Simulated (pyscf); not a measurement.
Structures and frequencies: ωB97X-D3(BJ)/def2-SVP in PySCF. Correlated levels are frozen-core, on RHF or UHF. ΔMP2 is the change of the MP2 total energy from the triple- to the quadruple-zeta basis.

How much does it cost (ΔH, 298 K, CCSD(T)/def2-TZVPP + ΔMP2(QZVPP)) to split O=Sn(OH)–SH at its S–Sn bond into [O=Sn–OH]• + SH•?

S–Sn to [O=Sn–OH]• + SH•: 59.0 kcal/mol. The radicals are drawn with the spin at the cut bond; how far it spreads was not checked. O=Sn(OH)–SH lies 29.7 kcal/mol over its isomer HO–Sn(OH)=S, and others may lie lower still (electronic energy, ωB97M-D3(BJ)). Other isomers of [O=Sn–OH]• were not searched in full and may lie lower. The CCSD(T) − MP2 part came from Ansatz, without density fitting, on the same reference. The frozen core leaves the outer d or s,p core shells of the metals and heavy elements correlated in the MP2 and CC values, and def2-TZVPP describes them poorly, which can shift differences by a few kcal/mol. Left out: the spin-orbit lowering of SH. Elements past Kr carry the def2 core potentials, without spin-orbit coupling.
